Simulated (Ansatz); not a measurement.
Input file:

```yaml
crystal:
  periodic: [false, false, false]
  atoms:
    - {symbol: Si, position_ang: [0.000000, 0.000000, 0.000000]}
    - {symbol: P, position_ang: [0.000000, 0.000000, 2.233000]}
basis:
  gaussian: {orbitals: 6-31G}
total_charge: 1
correlation: {method: fci, electrons: outside_noble_gas}
output: {forces: true}
```

```sh
$ ansatz run in.yaml --threads 1 --pin off --events-out ev --progress --plain --max-ram 2393MiB
```

Output:

```
495 factors; integrals over basis functions are off by at most 3.4e-8 eV
mean field evaluation 1: about -17115.3551 eV, gradient 2.7e1 eV
mean field evaluation 2: about -17115.3582 eV, gradient 2.7e1 eV
mean field evaluation 4: about -17119.0837 eV, gradient 2.1e0 eV
mean field evaluation 8: about -17119.1236 eV, gradient 1.8e-3 eV
mean field evaluation 16: about -17120.9356 eV, gradient 5.3e-1 eV
mean field evaluation 32: about -17120.1979 eV, gradient 1.1e1 eV
mean field evaluation 64: about -17101.9417 eV, gradient 1.6e1 eV
mean field evaluation 96: about -17119.1236 eV, gradient 1.4e-4 eV
mean field -17120.94214470 eV, -629.1830188265 hartree, gradient 2.5e-6 eV, S^2 0.000000; 11 other end points of the search recorded, 0 dependent functions left out; unrestricted orbitals would lower it
mean field evaluation 128: about -17121.8905 eV, gradient 1.3e-1 eV
determinant -17120.94214470 eV, -629.1830188265 hartree, with singles and doubles -17123.74555182 eV, -629.2860421379 hartree
determinant -17119.12357941 eV, -629.1161877846 hartree, with singles and doubles -17123.40311132 eV, -629.2734576816 hartree
determinant -17120.94214470 eV, -629.1830188265 hartree, with singles and doubles -17123.74974091 eV, -629.2861960841 hartree
determinant -17119.12357941 eV, -629.1161877846 hartree, with singles and doubles -17123.41773762 eV, -629.2739951882 hartree
10 core orbitals not correlated: weight in the atoms' cores, before any rotation towards them, 1.000 or more for the frozen orbitals, at most 0.000 for the correlated occupied ones
reference -17120.94214470 eV, -629.1830188265 hartree; 4, 4 occupied and 12, 12 virtual orbitals, 495 factors
state -17124.07734031 eV, -629.2982351397 hartree
the calculation of the forces begins
Total energy: -17124.07734031 eV, -629.2982351397 hartree
Atom 0 at     0.000000     0.000000     0.000000 Å, force     0.000000    -0.000000    -0.287002 eV/Å
Atom 1 at     0.000000     0.000000     2.233000 Å, force    -0.000000     0.000000     0.287002 eV/Å
Dipole moment:    -0.000000     0.000000    -0.500347 e Å
```

Natural occupations: 1.9779 1.9197 1.8233 1.0017 0.9732 0.1794 0.0520 0.0452 0.0072 0.0057 0.0043 0.0038 0.0031 0.0017 0.0011 0.0008.

Forces (eV/Å):
```
Si   0.000  0.000 -0.287
P    0.000  0.000  0.287
```

Ran on 1 thread of Arm Neoverse V1, shared host: 15 s wall, 0.18 GiB peak host memory.
